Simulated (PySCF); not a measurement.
Ionising PH

r²SCAN; P def2-TZVPPD, H def2-TZVPPD; no relativity (PySCF 2.14). Neutral (UKS): triplet (π ↑↑), Re = 1.426 Å, ωe = 2365 cm⁻¹, De = 3.27 eV, HOMO -6.58 eV, LUMO -3.43 eV.

PH⁺ (UKS): doublet (π ↑), Re = 1.433 Å, ωe = 2359 cm⁻¹, De = 3.48 eV to P⁺ + H. The energies at the minima are -341.85827 hartree for PH and -341.47542 for PH⁺.

Q: Work out the adiabatic ionisation energy, without and with harmonic zero-point energies (1 hartree = 27.2114 eV, 1 eV = 8065.5 cm⁻¹), and the change of the bond length.

A: At r²SCAN: 0.38285 hartree = 10.418 eV between the minima; the zero-point term (2359.0 − 2365.0)/2 cm⁻¹ = -0.000 eV makes it 10.418 eV. Re changes by +0.7 pm against the neutral. The electron leaves a π orbital, which is non-bonding in a hydride.

PH⁻ (UKS): doublet (π ↑), Re = 1.441 Å, ωe = 2242 cm⁻¹. The energies at the minima are -341.85827 hartree for PH and -341.88459 for PH⁻.

Q: Work out the adiabatic electron affinity, without and with harmonic zero-point energies (1 hartree = 27.2114 eV, 1 eV = 8065.5 cm⁻¹), and the change of the bond length.

A: At r²SCAN: 0.02632 hartree = 0.716 eV between the minima; the zero-point term (2365.0 − 2242.0)/2 cm⁻¹ = +0.008 eV makes it 0.724 eV. Re changes by +1.5 pm against the neutral. The electron enters a π orbital, which is non-bonding in a hydride.

For an ion De counts to the pair picked by the measured ionisation energies or electron affinities, which need not be the lowest pair at this level. The highest Kohn–Sham level is positive in this anion. Much of that is self-interaction error, but it also means that the finite basis helps to hold the extra electron. States were picked by a PBE0 search and need not be the measured ground states.
